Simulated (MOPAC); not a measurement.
MOPAC input (PM3):

```
PM3 1SCF UHF MS=0.5 GEO-OK AUX(PRECISION=9) THREADS=1
CH2Cl

C     0.01225366 1   -0.24478813 1   -1.08693639 1
Cl   -0.00641773 1    0.12820516 1    0.56927130 1
H     0.96940014 1   -0.33504208 1   -1.57184899 1
H    -0.93382079 1   -0.37571690 1   -1.58414476 1
```

From the last part of the output:

```
                                                       MOPAC v23.2.5 Linux

          FINAL HEAT OF FORMATION =         19.06523 KCAL/MOL =      79.76893 KJ/MOL

          COSMO AREA              =         75.12 SQUARE ANGSTROMS
          COSMO VOLUME            =         57.32 CUBIC ANGSTROMS

          IONIZATION POTENTIAL    =          9.438888 EV
          ALPHA SOMO LUMO (EV)    =         -9.439  1.096
          BETA  SOMO LUMO (EV)    =        -10.474  0.494
          NO. OF ALPHA ELECTRONS  =          7
          NO. OF BETA  ELECTRONS  =          6
          MOLECULAR WEIGHT        =         49.4798         POINT GROUP:  C2v

          MOLECULAR DIMENSIONS (Angstroms)

            Atom       Atom       Distance
            H     3   Cl     2     2.39817
            H     4   Cl     2     1.74732
            C     1    H     3     0.00000

          SCF CALCULATIONS        =          1

   ATOM   CHEMICAL          X               Y               Z
  NUMBER   SYMBOL      (ANGSTROMS)     (ANGSTROMS)     (ANGSTROMS)

     1       C          0.01225366  *  -0.24478813  *  -1.08693639  *
     2      Cl         -0.00641773  *   0.12820516  *   0.56927130  *
     3       H          0.96940014  *  -0.33504208  *  -1.57184899  *
     4       H         -0.93382079  *  -0.37571690  *  -1.58414476  *

                             CARTESIAN COORDINATES

   1    C        0.012253660    -0.244788130    -1.086936390
   2   Cl       -0.006417730     0.128205160     0.569271300
   3    H        0.969400140    -0.335042080    -1.571848990
   4    H       -0.933820790    -0.375716900    -1.584144760

           Empirical Formula: C H2 Cl  =     4 atoms

      MOLECULAR POINT GROUP   :   C2v

          ALPHA EIGENVALUES
 -55.33815 -26.18750 -15.51592 -14.53935 -12.09796 -10.48632  -9.43889   1.09644
   3.59096   4.23771

           BETA EIGENVALUES
 -55.23946 -24.74211 -15.16304 -14.09433 -11.19654 -10.47395   0.49393   2.02283
   4.14861   4.62665

              NET ATOMIC CHARGES AND DIPOLE CONTRIBUTIONS

  ATOM NO.   TYPE          CHARGE      No. of ELECS.   s-Pop       p-Pop
    1          C          -0.261192        4.2612     1.25728     3.00391
    2         Cl           0.056591        6.9434     1.97710     4.96631
    3          H           0.102300        0.8977     0.89770
    4          H           0.102300        0.8977     0.89770
 DIPOLE           X         Y         Z       TOTAL
 POINT-CHG.     0.000    -0.007    -0.032     0.033
 HYBRID         0.006    -0.126    -0.561     0.576
 SUM            0.007    -0.134    -0.594     0.609

          ATOMIC ORBITAL ELECTRON POPULATIONS

     Atom    s        px        py        pz
    1  C   1.25728   1.02292   1.06942   0.91157
    2 Cl   1.97710   1.99328   1.88010   1.09293
    3  H   0.89770
    4  H   0.89770

                    (SZ)    =    0.500000
                    (S**2)  =    0.766392

          ATOMIC ORBITAL SPIN POPULATIONS

    Atom   Total    s     px     py     pz
         Atomic
    1  C  1.1371  0.070  0.077  0.881  0.109
    2 Cl  0.0105  0.002  0.001  0.071 -0.063
    3  H -0.0738 -0.074
    4  H -0.0738 -0.074

 **********************
 *                    *
 * JOB ENDED NORMALLY *
 *                    *
 **********************

 == MOPAC DONE ==
```
